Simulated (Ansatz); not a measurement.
# [HO2]− (hydroperoxide(1-)): CCSDTQ/STO-3G

Aim: the vertical ionisation energy of [HO2]− (hydroperoxide(1-)) at CCSDTQ/STO-3G, from 2 runs. 

The results are computed with Ansatz 0.2.0.

**1. The system as given**

[HO2]− has 3 atoms, charge -1, and is taken as a singlet. SMILES: `[O-]O`. The shape is that of a GFN2-xTB optimisation.

Bond lengths: O1–O2 1.458 Å, O2–H3 0.963 Å. Angles: O1–O2–H3 100.3°.

**2. The energy at CCSDTQ/STO-3G**

molecule.yaml reads:

```yaml
crystal:
  periodic: [false, false, false]
  atoms:
    - {symbol: O, position_ang: [-0.355040, 1.013280, -0.080710]}
    - {symbol: O, position_ang: [-0.244450, -0.436620, -0.180910]}
    - {symbol: H, position_ang: [0.599490, -0.576670, 0.261620]}
basis:
  gaussian:
    orbitals: STO-3G
accuracy: high
total_charge: -1
scf:
  omitted_lower_state_checks: [cluster_reference, increment]
correlation:
  method: ccsdtq
  frozen_orbitals: {H: 0, O: 1}
```

On the command line:

```console
ansatz run molecule.yaml --threads 1 --pin off --max-ram 2610MiB --events-out events.jsonl --progress --plain --runs-dir runs
```

What it wrote, shortened:

```text
Warning: RAYON_NUM_THREADS=1 ignored (pool sized by the plan → 1); use --threads N
Functional definition: HF
  name "HF"
[...]
168 factors; integrals over basis functions are off by at most 4.4e-8 eV
[...]
mean field -4025.44498866 eV, -147.9323747888 hartree, gradient 2.2e-8 eV, S^2 0.000000; 0 other end points of the search recorded, 0 dependent functions left out
2 core orbitals not correlated: weight in the atoms' cores, before any rotation towards them, 1.000 or more for the frozen orbitals, at most 0.000 for the correlated occupied ones
reference -4025.44498866 eV, -147.9323747888 hartree; 7, 7 occupied and 2, 2 virtual orbitals, 168 factors
second order -1.35790112 eV of doubles, -0.00000000 eV of singles
cycle   1  -1.68695656 eV  change   -3.3e-1 eV  update   4.6e-2
[...]
cycle  22  -1.88196453 eV  change   -1.7e-9 eV  update   1.7e-9
Total energy: -4027.32695320 eV, -148.0015357098 hartree
Checks for a lower state left out: cluster_reference, increment
```

Wall time 1.8 s (1 thread of Arm Neoverse V1, shared host).

**3. Doublet neutral HO2, same level**

job.yaml reads:

```yaml
crystal:
  periodic: [false, false, false]
  atoms:
    - {symbol: O, position_ang: [-0.355040, 1.013280, -0.080710]}
    - {symbol: O, position_ang: [-0.244450, -0.436620, -0.180910]}
    - {symbol: H, position_ang: [0.599490, -0.576670, 0.261620]}
basis:
  gaussian:
    orbitals: STO-3G
scf:
  omitted_lower_state_checks: [cluster_reference, increment]
magnetization:
  spin_polarized: true
  initial_magnetization: 1
correlation:
  method: ccsdtq
  frozen_orbitals: {H: 0, O: 1}
accuracy: high
total_charge: 0
```

On the command line:

```console
ansatz run job.yaml --threads 1 --pin off --max-ram 2610MiB --events-out events.jsonl --progress --plain --runs-dir runs
```

What it wrote, shortened:

```text
Warning: RAYON_NUM_THREADS=1 ignored (pool sized by the plan → 1); use --threads N
[... 2 set-up lines as earlier in the session ...]
[...]
168 factors; integrals over basis functions are off by at most 4.4e-8 eV
[...]
mean field -4032.34194351 eV, -148.1858332044 hartree, gradient 1.7e-8 eV, S^2 0.812739; 7 other end points of the search recorded, 0 dependent functions left out
2 core orbitals not correlated: weight in the atoms' cores, before any rotation towards them, 1.000 or more for the frozen orbitals, at most 0.000 for the correlated occupied ones
reference -4032.34194351 eV, -148.1858332044 hartree; 7, 6 occupied and 2, 3 virtual orbitals, 168 factors
second order -1.61274632 eV of doubles, -0.00000000 eV of singles
cycle   1  -2.01829478 eV  change   -4.1e-1 eV  update   7.2e-2
[...]
cycle  30  -2.55384125 eV  change  -8.1e-10 eV  update  9.1e-10
Total energy: -4034.89578476 eV, -148.2796851394 hartree
Checks for a lower state left out: cluster_reference, increment
```

Run time: 22 s. Hardware: 1 thread of Arm Neoverse V1, shared host; peak memory 0.2 GiB.

**4. What came out**

At CCSDTQ/STO-3G, 2 core orbitals frozen:

```
                                                        quantity          value
                                    singlet [HO2]−: total energy  -148.00154 Eh
     singlet [HO2]−: correlation energy (2 core orbitals frozen)      -69.2 mEh
                                   singlet [HO2]−: T1 diagnostic          0.008
                               doublet neutral HO2: total energy  -148.27969 Eh
doublet neutral HO2: correlation energy (2 core orbitals frozen)      -93.9 mEh
          doublet neutral HO2: ⟨S²⟩ of the reference determinant          0.813
                              doublet neutral HO2: T1 diagnostic          0.037
             vertical ionisation energy (to the doublet neutral)      -7.569 eV
```

**Reading.** The species is unbound against losing an electron at this level, by 7.57 eV (−730 kJ/mol); missing correlation or diffuse functions can give that sign where the real anion is bound. In a minimal basis such a difference can be off by several eV, whatever the method.
